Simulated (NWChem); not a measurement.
System: difluoromethane (CH₂F₂); SMILES FCF

NWChem input:

```
start job
memory heap 200 mb stack 900 mb global 1100 mb
geometry units angstroms noautosym nocenter noautoz
  F      1.095795     0.000000    -0.289454
  C      0.000000     0.000000     0.488708
  F     -1.095795     0.000000    -0.289454
  H      0.000000     0.913695     1.109296
  H      0.000000    -0.913695     1.109296
end
basis spherical
  * library def2-svp
end
dft
  xc pbe0
  iterations 150
end
cosmo
  do_cosmo_smd true
  solvent water
end
task dft energy
```

Coordinates come from a PBE0/def2-SVP optimisation. Solvent: water.

Level: PBE0/def2-SVP with SMD (1 M gas to 1 M solution), gas-phase geometry.

Q: Predict the main results of this run. (PBE0/def2-SVP, SMD on the gas-phase geometry.) Quantities: solvation free energy (kcal/mol); cavity-dispersion-structure term (kcal/mol); dipole in solution (D).

A: 
| Quantity | Result |
|---|---|
| solvation free energy (kcal/mol) | -0.5 |
| cavity-dispersion-structure term (kcal/mol) | 3.3 |
| dipole in solution (D) | 2.16 |
